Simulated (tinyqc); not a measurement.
UKS/B3LYP (VWN-RPA form) in the sto-3g basis, for LiH, spin multiplicity 3, step by step (part 1 of 2). This run ends on a higher stationary point, not on the lowest solution. Computed by tinyqc, a small Python program that keeps every step (integrals from PySCF). Settings: charge = 0, multiplicity = 3, basis = sto-3g, energy threshold = 1e-09, iteration cap = 58, orthogonalisation = symmetric, start = core, DIIS depth = 3, method = UKS, functional = b3lyp, grid = [15, 86]. Command: `OMP_NUM_THREADS=1 python tinyqc.py 24836 24837 out.jsonl` (the two numbers bound the seeds that draw the settings). One thread of a shared host (Intel(R) Xeon(R) Processor @ 2.60GHz), about 3 s of CPU time with the checks. Later iterations appear only in the table of the cycle.

## One-electron integrals

Geometry (angstrom):
```
atom       x       y       z
Li    0.0000  0.0000  0.0000
H     0.0000  0.0000  1.5490
```

Basis sto-3g: exponents (1/bohr^2) and contraction coefficients of normalised primitives:
```
element  l (shell)  exponent  coefficient
Li           s (1)   16.1196       0.1543
Li           s (1)    2.9362       0.5353
Li           s (1)    0.7947       0.4446
Li           s (2)    0.6363      -0.1000
Li           s (2)    0.1479       0.3995
Li           s (2)    0.0481       0.7001
Li           p (3)    0.6363       0.1559
Li           p (3)    0.1479       0.6077
Li           p (3)    0.0481       0.3920
H            s (1)    3.4253       0.1543
H            s (1)    0.6239       0.5353
H            s (1)    0.1689       0.4446
```

Overlap, kinetic and nuclear-attraction integrals over the contracted functions; the nuclear repulsion is the sum of Za Zb / Rab.

nuclear repulsion = 1.024875 hartree

overlap S, order 1Li 1s, 1Li 2s, 1Li 2px, 1Li 2py, 1Li 2pz, 2H 1s:
```
[[1.0000, 0.2411, 0.0000, 0.0000, 0.0000, 0.0741],
 [0.2411, 1.0000, 0.0000, 0.0000, 0.0000, 0.4080],
 [0.0000, 0.0000, 1.0000, 0.0000, 0.0000, 0.0000],
 [0.0000, 0.0000, 0.0000, 1.0000, 0.0000, 0.0000],
 [0.0000, 0.0000, 0.0000, 0.0000, 1.0000, 0.5221],
 [0.0741, 0.4080, 0.0000, 0.0000, 0.5221, 1.0000]]
```

kinetic energy T (hartree), order 1Li 1s, 1Li 2s, 1Li 2px, 1Li 2py, 1Li 2pz, 2H 1s:
```
[[3.5768, -0.0202, 0.0000, 0.0000, 0.0000, -0.0165],
 [-0.0202, 0.1022, 0.0000, 0.0000, 0.0000, 0.0456],
 [0.0000, 0.0000, 0.3197, 0.0000, 0.0000, 0.0000],
 [0.0000, 0.0000, 0.0000, 0.3197, 0.0000, 0.0000],
 [0.0000, 0.0000, 0.0000, 0.0000, 0.3197, 0.1367],
 [-0.0165, 0.0456, 0.0000, 0.0000, 0.1367, 0.7600]]
```

nuclear attraction V (hartree), order 1Li 1s, 1Li 2s, 1Li 2px, 1Li 2py, 1Li 2pz, 2H 1s:
```
[[-8.3245, -1.0467, 0.0000, 0.0000, -0.0172, -0.3212],
 [-1.0467, -1.5037, 0.0000, 0.0000, -0.1249, -0.7710],
 [0.0000, 0.0000, -1.4603, 0.0000, 0.0000, 0.0000],
 [0.0000, 0.0000, 0.0000, -1.4603, 0.0000, 0.0000],
 [-0.0172, -0.1249, 0.0000, 0.0000, -1.5607, -1.0004],
 [-0.3212, -0.7710, 0.0000, 0.0000, -1.0004, -2.2481]]
```

core Hamiltonian H = T + V (hartree), order 1Li 1s, 1Li 2s, 1Li 2px, 1Li 2py, 1Li 2pz, 2H 1s:
```
[[-4.7477, -1.0670, 0.0000, 0.0000, -0.0172, -0.3377],
 [-1.0670, -1.4015, 0.0000, 0.0000, -0.1249, -0.7254],
 [0.0000, 0.0000, -1.1406, 0.0000, 0.0000, 0.0000],
 [0.0000, 0.0000, 0.0000, -1.1406, 0.0000, 0.0000],
 [-0.0172, -0.1249, 0.0000, 0.0000, -1.2411, -0.8637],
 [-0.3377, -0.7254, 0.0000, 0.0000, -0.8637, -1.4881]]
```

## Two-electron integrals

Functions are numbered as in S; the eight-fold symmetry (ij|kl) = (ji|kl) = (kl|ij) leaves the list below.

Two-electron integrals (ij|kl) in chemists' order, unique and non-zero (hartree):
```
(11|11) 1.6804   (21|11) 0.2654   (21|21) 0.0499   (22|11) 0.3977
(22|21) 0.0929   (22|22) 0.2906   (31|31) 0.0090   (32|31) 0.0138
(32|32) 0.0642   (33|11) 0.3966   (33|21) 0.0929   (33|22) 0.2905
(33|33) 0.3129   (41|41) 0.0090   (42|41) 0.0138   (42|42) 0.0642
(43|43) 0.0169   (44|11) 0.3966   (44|21) 0.0929   (44|22) 0.2905
(44|33) 0.2792   (44|44) 0.3129   (51|51) 0.0090   (52|51) 0.0138
(52|52) 0.0642   (53|53) 0.0169   (54|54) 0.0169   (55|11) 0.3966
(55|21) 0.0929   (55|22) 0.2905   (55|33) 0.2792   (55|44) 0.2792
(55|55) 0.3129   (61|11) 0.0796   (61|21) 0.0150   (61|22) 0.0284
(61|33) 0.0281   (61|44) 0.0281   (61|51) 0.0018   (61|52) 0.0034
(61|55) 0.0291   (61|61) 0.0049   (62|11) 0.1588   (62|21) 0.0374
(62|22) 0.1205   (62|33) 0.1146   (62|44) 0.1146   (62|51) 0.0061
(62|52) 0.0347   (62|55) 0.1320   (62|61) 0.0134   (62|62) 0.0789
(63|31) 0.0033   (63|32) 0.0145   (63|53) 0.0056   (63|63) 0.0062
(64|41) 0.0033   (64|42) 0.0145   (64|54) 0.0056   (64|64) 0.0062
(65|11) 0.1889   (65|21) 0.0450   (65|22) 0.1508   (65|33) 0.1408
(65|44) 0.1408   (65|51) 0.0095   (65|52) 0.0530   (65|55) 0.1706
(65|61) 0.0169   (65|62) 0.1088   (65|65) 0.1529   (66|11) 0.3400
(66|21) 0.0815   (66|22) 0.2858   (66|33) 0.2612   (66|44) 0.2612
(66|51) 0.0161   (66|52) 0.1072   (66|55) 0.3345   (66|61) 0.0308
(66|62) 0.2301   (66|65) 0.3308   (66|66) 0.7746
```

## Orthogonalisation

S = U s U^T; symmetric (Loewdin) form X = U s^(-1/2) U^T, so that X^T S X = 1.

eigenvalues of S: [0.3327, 0.7983, 1.0000, 1.0000, 1.1680, 1.7009]

X, order 1Li 1s, 1Li 2s, 1Li 2px, 1Li 2py, 1Li 2pz, 2H 1s:
```
[[1.0230, -0.1278, 0.0000, 0.0000, -0.0033, 0.0032],
 [-0.1278, 1.1185, 0.0000, 0.0000, 0.1216, -0.2930],
 [0.0000, 0.0000, 1.0000, 0.0000, 0.0000, 0.0000],
 [0.0000, 0.0000, 0.0000, 1.0000, 0.0000, 0.0000],
 [-0.0033, 0.1216, 0.0000, 0.0000, 1.1544, -0.3729],
 [0.0032, -0.2930, 0.0000, 0.0000, -0.3729, 1.2489]]
```

## Starting guess

The start is the orbitals of the core Hamiltonian; D(s) = C_occ C_occ^T for each spin.

D(alpha) at the start, order 1Li 1s, 1Li 2s, 1Li 2px, 1Li 2py, 1Li 2pz, 2H 1s:
```
[[1.0228, -0.0545, 0.0000, 0.0000, -0.0290, -0.0731],
 [-0.0545, 0.0742, 0.0000, 0.0000, 0.0778, 0.1903],
 [0.0000, 0.0000, 0.2235, -0.4166, 0.0000, 0.0000],
 [0.0000, 0.0000, -0.4166, 0.7765, 0.0000, 0.0000],
 [-0.0290, 0.0778, 0.0000, 0.0000, 0.0824, 0.2014],
 [-0.0731, 0.1903, 0.0000, 0.0000, 0.2014, 0.4922]]
```

D(beta) at the start, order 1Li 1s, 1Li 2s, 1Li 2px, 1Li 2py, 1Li 2pz, 2H 1s:
```
[[1.0109, -0.0249, 0.0000, 0.0000, 0.0024, 0.0036],
 [-0.0249, 0.0006, 0.0000, 0.0000, -0.0001, -0.0001],
 [0.0000, 0.0000, 0.0000, 0.0000, 0.0000, 0.0000],
 [0.0000, 0.0000, 0.0000, 0.0000, 0.0000, 0.0000],
 [0.0024, -0.0001, 0.0000, 0.0000, 0.0000, 0.0000],
 [0.0036, -0.0001, 0.0000, 0.0000, 0.0000, 0.0000]]
```

## Iteration 1: exchange-correlation on the grid

Becke grid with 15 radial and 86 angular points per atom, points of zero weight dropped. rho = sum D_ij phi_i phi_j; V_xc,ij = sum w v_xc phi_i phi_j plus the gradient terms; v_xc is d(rho eps)/d rho(s) for spin s at fixed gradient. Exact exchange is left to K.

The 8 grid points with the largest w rho, of 2570 (bohr, atomic units):
```
x              y       z       w  rho(alpha)  rho(beta)   eps_xc  v_xc(alpha)
-0.9844   2.4392  0.0000  0.9712      0.0109   1.42e-07  -0.1792      -0.2208
0.9844   -2.4392  0.0000  0.9712      0.0109   1.42e-07  -0.1792      -0.2208
-1.3876   3.4383  0.0000  2.4858      0.0040   7.43e-07  -0.1405      -0.1530
1.3876   -3.4383  0.0000  2.4858      0.0040   7.43e-07  -0.1405      -0.1530
-1.8264   1.8264  0.4973  0.9757      0.0102   9.97e-08  -0.1762      -0.2155
1.8264   -1.8264  0.4973  0.9757      0.0102   9.97e-08  -0.1762      -0.2155
-0.9722   2.2424  0.9722  0.9076      0.0106   6.16e-08  -0.1779      -0.2185
0.9722   -2.2424  0.9722  0.9076      0.0106   6.16e-08  -0.1779      -0.2185
```

electrons on the grid, sum of w rho = 3.9975

E_xc = sum of w rho eps_xc = -1.804539 hartree

V_xc(alpha) (hartree), order 1Li 1s, 1Li 2s, 1Li 2px, 1Li 2py, 1Li 2pz, 2H 1s:
```
[[-0.8943, -0.1201, 0.0000, 0.0000, -0.0021, -0.0370],
 [-0.1201, -0.1736, 0.0000, 0.0000, -0.0323, -0.1106],
 [0.0000, 0.0000, -0.1536, 0.0240, 0.0000, 0.0000],
 [0.0000, 0.0000, 0.0240, -0.1850, 0.0000, 0.0000],
 [-0.0021, -0.0323, 0.0000, 0.0000, -0.1776, -0.1507],
 [-0.0370, -0.1106, 0.0000, 0.0000, -0.1507, -0.3674]]
```

V_xc(beta) (hartree), order 1Li 1s, 1Li 2s, 1Li 2px, 1Li 2py, 1Li 2pz, 2H 1s:
```
[[-0.8899, -0.1188, 0.0000, 0.0000, -0.0022, -0.0364],
 [-0.1188, -0.1382, 0.0000, 0.0000, -0.0196, -0.0660],
 [0.0000, 0.0000, -0.1334, 0.0041, 0.0000, 0.0000],
 [0.0000, 0.0000, 0.0041, -0.1389, 0.0000, 0.0000],
 [-0.0022, -0.0196, 0.0000, 0.0000, -0.1414, -0.0809],
 [-0.0364, -0.0660, 0.0000, 0.0000, -0.0809, -0.1483]]
```

## Iteration 1: building the Kohn-Sham matrix

J_ij = sum D_kl (ij|kl) with D = D(alpha) + D(beta), K_ij = sum D_kl (ik|jl) for each spin; F = H + J - 0.2 K(s) + V_xc; E = tr D H + tr D J / 2 - 0.1 sum_s tr D(s) K(s) + E_xc + E_nn.

Coulomb J (hartree), order 1Li 1s, 1Li 2s, 1Li 2px, 1Li 2py, 1Li 2pz, 2H 1s:
```
[[4.1272, 0.7097, 0.0000, 0.0000, 0.0155, 0.2188],
 [0.7097, 1.3735, 0.0000, 0.0000, 0.0961, 0.6419],
 [0.0000, 0.0000, 1.3484, -0.0141, 0.0000, 0.0000],
 [0.0000, 0.0000, -0.0141, 1.3670, 0.0000, 0.0000],
 [0.0155, 0.0961, 0.0000, 0.0000, 1.3981, 0.8143],
 [0.2188, 0.6419, 0.0000, 0.0000, 0.8143, 1.6023]]
```

exchange K(alpha) (hartree), order 1Li 1s, 1Li 2s, 1Li 2px, 1Li 2py, 1Li 2pz, 2H 1s:
```
[[1.7005, 0.2772, 0.0000, 0.0000, 0.0079, 0.0918],
 [0.2772, 0.2251, 0.0000, 0.0000, 0.1469, 0.2718],
 [0.0000, 0.0000, 0.1072, -0.1233, 0.0000, 0.0000],
 [0.0000, 0.0000, -0.1233, 0.2709, 0.0000, 0.0000],
 [0.0079, 0.1469, 0.0000, 0.0000, 0.2178, 0.3364],
 [0.0918, 0.2718, 0.0000, 0.0000, 0.3364, 0.6417]]
```

exchange K(beta) (hartree), order 1Li 1s, 1Li 2s, 1Li 2px, 1Li 2py, 1Li 2pz, 2H 1s:
```
[[1.6861, 0.2579, 0.0000, 0.0000, 0.0017, 0.0778],
 [0.2579, 0.0463, 0.0000, 0.0000, 0.0004, 0.0141],
 [0.0000, 0.0000, 0.0085, 0.0000, 0.0000, 0.0000],
 [0.0000, 0.0000, 0.0000, 0.0085, 0.0000, 0.0000],
 [0.0017, 0.0004, 0.0000, 0.0000, 0.0085, 0.0018],
 [0.0778, 0.0141, 0.0000, 0.0000, 0.0018, 0.0046]]
```

F(alpha) (hartree), order 1Li 1s, 1Li 2s, 1Li 2px, 1Li 2py, 1Li 2pz, 2H 1s:
```
[[-1.8549, -0.5328, 0.0000, 0.0000, -0.0053, -0.1743],
 [-0.5328, -0.2465, 0.0000, 0.0000, -0.0905, -0.2484],
 [0.0000, 0.0000, 0.0327, 0.0346, 0.0000, 0.0000],
 [0.0000, 0.0000, 0.0346, -0.0128, 0.0000, 0.0000],
 [-0.0053, -0.0905, 0.0000, 0.0000, -0.0641, -0.2674],
 [-0.1743, -0.2484, 0.0000, 0.0000, -0.2674, -0.3815]]
```

F(beta) (hartree), order 1Li 1s, 1Li 2s, 1Li 2px, 1Li 2py, 1Li 2pz, 2H 1s:
```
[[-1.8476, -0.5276, 0.0000, 0.0000, -0.0042, -0.1709],
 [-0.5276, -0.1755, 0.0000, 0.0000, -0.0485, -0.1522],
 [0.0000, 0.0000, 0.0727, -0.0099, 0.0000, 0.0000],
 [0.0000, 0.0000, -0.0099, 0.0858, 0.0000, 0.0000],
 [-0.0042, -0.0485, 0.0000, 0.0000, 0.0140, -0.1307],
 [-0.1709, -0.1522, 0.0000, 0.0000, -0.1307, -0.0351]]
```

total energy of this density = -7.766057 hartree

## Iteration 1: diagonalisation and new density

Diagonalise F' = X^T F X, C = X C', fill 3 alpha and 1 beta electrons from the bottom; D(s) = C_occ C_occ^T. Each column has its largest component positive (the first on a tie).

F' = X^T F X (alpha) (hartree):
```
[[-1.8070, -0.2973, 0.0000, 0.0000, 0.0047, -0.0408],
 [-0.2973, -0.0758, 0.0000, 0.0000, 0.0144, -0.1673],
 [0.0000, 0.0000, 0.0327, 0.0346, 0.0000, 0.0000],
 [0.0000, 0.0000, 0.0346, -0.0128, 0.0000, 0.0000],
 [0.0047, 0.0144, 0.0000, 0.0000, 0.0853, -0.2386],
 [-0.0408, -0.1673, 0.0000, 0.0000, -0.2386, -0.2145]]
```

orbital energies (alpha) (hartree): [-1.8594, -0.3933, -0.0315, -0.0089, 0.0514, 0.2497]

coefficients C (alpha), order 1Li 1s, 1Li 2s, 1Li 2px, 1Li 2py, 1Li 2pz, 2H 1s:
```
[[0.9862, -0.1377, 0.0000, -0.2534, 0.0000, -0.0844],
 [0.0501, 0.1922, 0.0000, 0.9666, 0.0000, 0.6278],
 [0.0000, 0.0000, -0.4748, 0.0000, 0.8801, 0.0000],
 [0.0000, 0.0000, 0.8801, 0.0000, 0.4748, 0.0000],
 [0.0033, 0.2013, 0.0000, -0.3816, 0.0000, 1.1403],
 [0.0055, 0.7995, 0.0000, -0.2478, 0.0000, -1.0412]]
```

F' = X^T F X (beta) (hartree):
```
[[-1.7995, -0.3003, 0.0000, 0.0000, 0.0026, -0.0484],
 [-0.3003, -0.0184, 0.0000, 0.0000, 0.0316, -0.1618],
 [0.0000, 0.0000, 0.0727, -0.0099, 0.0000, 0.0000],
 [0.0000, 0.0000, -0.0099, 0.0858, 0.0000, 0.0000],
 [0.0026, 0.0316, 0.0000, 0.0000, 0.1239, -0.2110],
 [-0.0484, -0.1618, 0.0000, 0.0000, -0.2110, 0.1543]]
```

orbital energies (beta) (hartree): [-1.8516, -0.1254, 0.0359, 0.0673, 0.0912, 0.4013]

coefficients C (beta), order 1Li 1s, 1Li 2s, 1Li 2px, 1Li 2py, 1Li 2pz, 2H 1s:
```
[[0.9874, -0.1866, -0.2163, 0.0000, 0.0000, 0.0799],
 [0.0474, 0.4835, 0.8210, 0.0000, 0.0000, -0.6767],
 [0.0000, 0.0000, 0.0000, 0.8814, -0.4724, 0.0000],
 [0.0000, 0.0000, 0.0000, 0.4724, 0.8814, 0.0000],
 [0.0029, 0.3922, -0.5825, 0.0000, 0.0000, -0.9967],
 [0.0012, 0.4903, -0.1753, 0.0000, 0.0000, 1.2303]]
```

D(alpha) after iteration 1, order 1Li 1s, 1Li 2s, 1Li 2px, 1Li 2py, 1Li 2pz, 2H 1s:
```
[[0.9916, 0.0229, 0.0000, 0.0000, -0.0245, -0.1047],
 [0.0229, 0.0395, 0.0000, 0.0000, 0.0389, 0.1540],
 [0.0000, 0.0000, 0.2254, -0.4179, 0.0000, 0.0000],
 [0.0000, 0.0000, -0.4179, 0.7746, 0.0000, 0.0000],
 [-0.0245, 0.0389, 0.0000, 0.0000, 0.0406, 0.1610],
 [-0.1047, 0.1540, 0.0000, 0.0000, 0.1610, 0.6392]]
```

D(beta) after iteration 1, order 1Li 1s, 1Li 2s, 1Li 2px, 1Li 2py, 1Li 2pz, 2H 1s:
```
[[0.9749, 0.0468, 0.0000, 0.0000, 0.0029, 0.0012],
 [0.0468, 0.0022, 0.0000, 0.0000, 0.0001, 0.0001],
 [0.0000, 0.0000, 0.0000, 0.0000, 0.0000, 0.0000],
 [0.0000, 0.0000, 0.0000, 0.0000, 0.0000, 0.0000],
 [0.0029, 0.0001, 0.0000, 0.0000, 0.0000, 0.0000],
 [0.0012, 0.0001, 0.0000, 0.0000, 0.0000, 0.0000]]
```

## Iteration 2: exchange-correlation on the grid

As before.

The 8 grid points with the largest w rho, of 2570 (bohr, atomic units):
```
x              y        z       w  rho(alpha)  rho(beta)   eps_xc  v_xc(alpha)
-0.9844   2.4392   0.0000  0.9712      0.0107   1.57e-05  -0.1784      -0.2199
0.9844   -2.4392   0.0000  0.9712      0.0107   1.57e-05  -0.1784      -0.2199
-1.3876   3.4383   0.0000  2.4858      0.0040   2.83e-06  -0.1400      -0.1523
1.3876   -3.4383   0.0000  2.4858      0.0040   2.83e-06  -0.1400      -0.1523
-1.8264   1.8264   0.4973  0.9757      0.0099   1.61e-05  -0.1749      -0.2137
1.8264   -1.8264   0.4973  0.9757      0.0099   1.61e-05  -0.1749      -0.2137
0.0000    0.0000   1.8000  0.2436      0.0381     0.0006  -0.2816      -0.3231
-1.8264   1.8264  -0.4973  0.9765      0.0095   1.52e-05  -0.1727      -0.2103
```

electrons on the grid, sum of w rho = 3.9972

E_xc = sum of w rho eps_xc = -1.796842 hartree

V_xc(alpha) (hartree), order 1Li 1s, 1Li 2s, 1Li 2px, 1Li 2py, 1Li 2pz, 2H 1s:
```
[[-0.8900, -0.1199, 0.0000, 0.0000, -0.0014, -0.0367],
 [-0.1199, -0.1724, 0.0000, 0.0000, -0.0303, -0.1114],
 [0.0000, 0.0000, -0.1522, 0.0244, 0.0000, 0.0000],
 [0.0000, 0.0000, 0.0244, -0.1838, 0.0000, 0.0000],
 [-0.0014, -0.0303, 0.0000, 0.0000, -0.1767, -0.1525],
 [-0.0367, -0.1114, 0.0000, 0.0000, -0.1525, -0.3790]]
```

V_xc(beta) (hartree), order 1Li 1s, 1Li 2s, 1Li 2px, 1Li 2py, 1Li 2pz, 2H 1s:
```
[[-0.8849, -0.1189, 0.0000, 0.0000, -0.0019, -0.0364],
 [-0.1189, -0.1393, 0.0000, 0.0000, -0.0161, -0.0682],
 [0.0000, 0.0000, -0.1330, 0.0048, 0.0000, 0.0000],
 [0.0000, 0.0000, 0.0048, -0.1393, 0.0000, 0.0000],
 [-0.0019, -0.0161, 0.0000, 0.0000, -0.1421, -0.0851],
 [-0.0364, -0.0682, 0.0000, 0.0000, -0.0851, -0.1637]]
```

## Iteration 2: building the Kohn-Sham matrix

As before.

Coulomb J (hartree), order 1Li 1s, 1Li 2s, 1Li 2px, 1Li 2py, 1Li 2pz, 2H 1s:
```
[[4.0814, 0.7044, 0.0000, 0.0000, 0.0156, 0.2174],
 [0.7044, 1.3719, 0.0000, 0.0000, 0.1000, 0.6487],
 [0.0000, 0.0000, 1.3450, -0.0141, 0.0000, 0.0000],
 [0.0000, 0.0000, -0.0141, 1.3635, 0.0000, 0.0000],
 [0.0156, 0.1000, 0.0000, 0.0000, 1.4003, 0.8262],
 [0.2174, 0.6487, 0.0000, 0.0000, 0.8262, 1.6406]]
```

exchange K(alpha) (hartree), order 1Li 1s, 1Li 2s, 1Li 2px, 1Li 2py, 1Li 2pz, 2H 1s:
```
[[1.6814, 0.2935, 0.0000, 0.0000, -0.0013, 0.0888],
 [0.2935, 0.2229, 0.0000, 0.0000, 0.1337, 0.2719],
 [0.0000, 0.0000, 0.1059, -0.1237, 0.0000, 0.0000],
 [0.0000, 0.0000, -0.1237, 0.2685, 0.0000, 0.0000],
 [-0.0013, 0.1337, 0.0000, 0.0000, 0.2086, 0.3418],
 [0.0888, 0.2719, 0.0000, 0.0000, 0.3418, 0.6947]]
```

exchange K(beta) (hartree), order 1Li 1s, 1Li 2s, 1Li 2px, 1Li 2py, 1Li 2pz, 2H 1s:
```
[[1.6634, 0.2801, 0.0000, 0.0000, 0.0014, 0.0867],
 [0.2801, 0.0581, 0.0000, 0.0000, 0.0004, 0.0183],
 [0.0000, 0.0000, 0.0102, 0.0000, 0.0000, 0.0000],
 [0.0000, 0.0000, 0.0000, 0.0102, 0.0000, 0.0000],
 [0.0014, 0.0004, 0.0000, 0.0000, 0.0102, 0.0024],
 [0.0867, 0.0183, 0.0000, 0.0000, 0.0024, 0.0065]]
```

F(alpha) (hartree), order 1Li 1s, 1Li 2s, 1Li 2px, 1Li 2py, 1Li 2pz, 2H 1s:
```
[[-1.8926, -0.5410, 0.0000, 0.0000, -0.0028, -0.1749],
 [-0.5410, -0.2465, 0.0000, 0.0000, -0.0820, -0.2425],
 [0.0000, 0.0000, 0.0309, 0.0350, 0.0000, 0.0000],
 [0.0000, 0.0000, 0.0350, -0.0146, 0.0000, 0.0000],
 [-0.0028, -0.0820, 0.0000, 0.0000, -0.0591, -0.2585],
 [-0.1749, -0.2425, 0.0000, 0.0000, -0.2585, -0.3655]]
```

F(beta) (hartree), order 1Li 1s, 1Li 2s, 1Li 2px, 1Li 2py, 1Li 2pz, 2H 1s:
```
[[-1.8839, -0.5374, 0.0000, 0.0000, -0.0038, -0.1741],
 [-0.5374, -0.1805, 0.0000, 0.0000, -0.0411, -0.1486],
 [0.0000, 0.0000, 0.0693, -0.0093, 0.0000, 0.0000],
 [0.0000, 0.0000, -0.0093, 0.0815, 0.0000, 0.0000],
 [-0.0038, -0.0411, 0.0000, 0.0000, 0.0151, -0.1231],
 [-0.1741, -0.1486, 0.0000, 0.0000, -0.1231, -0.0126]]
```

total energy of this density = -7.786402 hartree

## Iteration 2: DIIS over 2 matrices

error matrix X^T (FDS - SDF) X (alpha):
```
[[0.0000, -0.0011, 0.0000, 0.0000, -0.0009, 0.0011],
 [0.0011, 0.0000, 0.0000, 0.0000, -0.0006, -0.0012],
 [0.0000, 0.0000, 0.0000, 0.0002, 0.0000, 0.0000],
 [0.0000, 0.0000, -0.0002, 0.0000, 0.0000, 0.0000],
 [0.0009, 0.0006, 0.0000, 0.0000, 0.0000, -0.0007],
 [-0.0011, 0.0012, 0.0000, 0.0000, 0.0007, 0.0000]]
```

B (overlaps of the stored error matrices):
```
[[6.2996686e-02, -4.6374249e-04],
 [-4.6374249e-04, 1.2991962e-05]]
```

Minimise |sum c_i e_i|^2 with sum c_i = 1: solve [B -1; -1 0][c; lambda] = [0; -1] with B_ij = tr e_i^T e_j summed over both spins, and take F = sum c_i F_i.

DIIS coefficients: [0.0075, 0.9925]

extrapolated F(alpha) (hartree), order 1Li 1s, 1Li 2s, 1Li 2px, 1Li 2py, 1Li 2pz, 2H 1s:
```
[[-1.8923, -0.5410, 0.0000, 0.0000, -0.0028, -0.1749],
 [-0.5410, -0.2465, 0.0000, 0.0000, -0.0820, -0.2425],
 [0.0000, 0.0000, 0.0310, 0.0350, 0.0000, 0.0000],
 [0.0000, 0.0000, 0.0350, -0.0146, 0.0000, 0.0000],
 [-0.0028, -0.0820, 0.0000, 0.0000, -0.0592, -0.2585],
 [-0.1749, -0.2425, 0.0000, 0.0000, -0.2585, -0.3656]]
```

extrapolated F(beta) (hartree), order 1Li 1s, 1Li 2s, 1Li 2px, 1Li 2py, 1Li 2pz, 2H 1s:
```
[[-1.8836, -0.5373, 0.0000, 0.0000, -0.0038, -0.1741],
 [-0.5373, -0.1805, 0.0000, 0.0000, -0.0411, -0.1486],
 [0.0000, 0.0000, 0.0693, -0.0093, 0.0000, 0.0000],
 [0.0000, 0.0000, -0.0093, 0.0816, 0.0000, 0.0000],
 [-0.0038, -0.0411, 0.0000, 0.0000, 0.0151, -0.1232],
 [-0.1741, -0.1486, 0.0000, 0.0000, -0.1232, -0.0127]]
```
